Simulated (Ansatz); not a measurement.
Input file:

```yaml
crystal:
  periodic: [false, false, false]
  atoms:
    - {symbol: Al, position_ang: [0.000000, -0.106146, 1.272497]}
    - {symbol: C, position_ang: [0.000000, 0.083663, -0.643702]}
    - {symbol: O, position_ang: [0.000000, 0.036255, -1.792225]}
    - {symbol: H, position_ang: [0.000000, 1.269000, 2.055591]}
basis:
  gaussian: {orbitals: cc-pVDZ}
correlation: {method: fic_mrcisd_q, electrons: outside_noble_gas, active_space: {window: {electrons: 8, orbitals: 8}}}
```

```sh
$ ansatz run in.yaml --threads 1 --pin off --events-out ev --progress --plain --max-ram 2393MiB
```

Log:

```
486 factors; integrals over basis functions are off by at most 1.3e-3 eV
mean field evaluation 1: about -9662.7091 eV, gradient 2.4e1 eV
mean field evaluation 2: about -9662.7133 eV, gradient 2.4e1 eV
mean field evaluation 4: about -9664.2036 eV, gradient 2.6e0 eV
mean field evaluation 8: about -9664.2403 eV, gradient 5.7e-4 eV
mean field evaluation 16: about -9661.7730 eV, gradient 1.1e-4 eV
mean field -9664.24028839 eV, -355.1542799410 hartree, gradient 1.6e-6 eV, S^2 0.000000; 2 other end points of the search recorded, 0 dependent functions left out; unrestricted orbitals would lower it
reference -9664.24028839 eV, -355.1542799410 hartree; 14, 14 occupied and 37, 37 virtual orbitals, 486 factors
state -9668.14082109 eV, -355.2976218737 hartree
contracted CI cycle   1: correlation 0.00000000 eV, 0.0000000000 hartree, residual 2.50e1 eV
contracted CI cycle   2: correlation -6.09210893 eV, -0.2238808740 hartree, residual 4.38e0 eV
contracted CI cycle   3: correlation -6.33135681 eV, -0.2326730712 hartree, residual 1.32e0 eV
contracted CI cycle   4: correlation -6.35635107 eV, -0.2335915933 hartree, residual 5.09e-1 eV
contracted CI cycle   5: correlation -6.35990808 eV, -0.2337223111 hartree, residual 2.05e-1 eV
contracted CI cycle   6: correlation -6.36049230 eV, -0.2337437806 hartree, residual 9.01e-2 eV
contracted CI cycle   7: correlation -6.36061585 eV, -0.2337483212 hartree, residual 4.18e-2 eV
contracted CI cycle   8: correlation -6.36064283 eV, -0.2337493125 hartree, residual 1.83e-2 eV
contracted CI cycle   9: correlation -6.36064787 eV, -0.2337494980 hartree, residual 8.26e-3 eV
contracted CI cycle  10: correlation -6.36064876 eV, -0.2337495306 hartree, residual 3.29e-3 eV
contracted CI cycle  11: correlation -6.36064890 eV, -0.2337495356 hartree, residual 1.29e-3 eV
state -9668.14082109 eV, -355.2976218737 hartree; corrected -9675.11172094 eV, -355.5537977185 hartree
state -9667.33030293 eV, -355.2678358808 hartree
contracted CI cycle   1: correlation 0.00000000 eV, 0.0000000000 hartree, residual 2.73e1 eV
contracted CI cycle   2: correlation -6.82272431 eV, -0.2507304936 hartree, residual 4.61e0 eV
contracted CI cycle   3: correlation -7.06729373 eV, -0.2597182542 hartree, residual 1.13e0 eV
contracted CI cycle   4: correlation -7.08335588 eV, -0.2603085272 hartree, residual 3.38e-1 eV
contracted CI cycle   5: correlation -7.08503707 eV, -0.2603703099 hartree, residual 1.33e-1 eV
contracted CI cycle   6: correlation -7.08528795 eV, -0.2603795294 hartree, residual 5.38e-2 eV
contracted CI cycle   7: correlation -7.08532833 eV, -0.2603810135 hartree, residual 2.10e-2 eV
contracted CI cycle   8: correlation -7.08533414 eV, -0.2603812271 hartree, residual 7.22e-3 eV
contracted CI cycle   9: correlation -7.08533484 eV, -0.2603812529 hartree, residual 2.42e-3 eV
contracted CI cycle  10: correlation -7.08533492 eV, -0.2603812559 hartree, residual 8.83e-4 eV
state -9667.33030293 eV, -355.2678358808 hartree; corrected -9675.06040699 eV, -355.5519119655 hartree
state -9668.14082109 eV, -355.2976218737 hartree; corrected -9675.11172094 eV, -355.5537977185 hartree
Total energy: -9675.11172094 eV, -355.5537977185 hartree
```

Natural occupations: 1.9805 1.9642 1.9483 1.9016 0.1184 0.0519 0.0205 0.0146.

Ran on 1 thread of Arm Neoverse V1, shared host: 16 s wall, 0.25 GiB peak host memory.
